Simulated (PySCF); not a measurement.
Species: C4H4N2.
SMILES: `[H]/N=C\C#C/C=N/[H]`

Computed, not measured: MP2 and CCSD/aug-cc-pVDZ in PySCF, restricted Hartree–Fock reference, frozen core, non-relativistic, gas phase, PBE0-D3(BJ)/def2-SVP geometry.

E(HF) = -262.62614 Eh.

Q: How large is the problem?

A: 174 basis functions and 42 electrons; 6 orbitals frozen, which leaves o = 15 correlated occupied and v = 153 virtual orbitals. That is o·v = 2295 singles and o·v(o·v + 1)/2 = 2634660 distinct closed-shell doubles amplitudes before symmetry; the costliest CCSD step grows as o²v⁴ = 1.2 × 10^11.

Q: What are the MP2 and CCSD correlation energies?

A: MP2 -0.8628 Eh and CCSD -0.8941 Eh, which gives totals of -263.48891 and -263.52020 Eh. That is 0.811 eV for each correlated electron at CCSD (2347 kJ/mol in all, 0.339 % of the total energy); MP2 gives 96.5 % of the CCSD value.

Q: What is the T1 diagnostic?

A: 0.0133, below the customary warning level of 0.02. It is the norm of the spatial-orbital singles amplitudes over the root of the number of correlated electrons, so the norm is 0.073.

Q: How does correlation change the dipole moment?

A: HF gives 3.00 D and CCSD (unrelaxed density) 2.83 D, a change of -0.17 D.

Connected triples and the basis-set limit are missing.

The job also held the EOM ionisation roots. Hardware: an Arm Neoverse V1 with one thread, no GPU, shared host. Cost: 9.9 min.
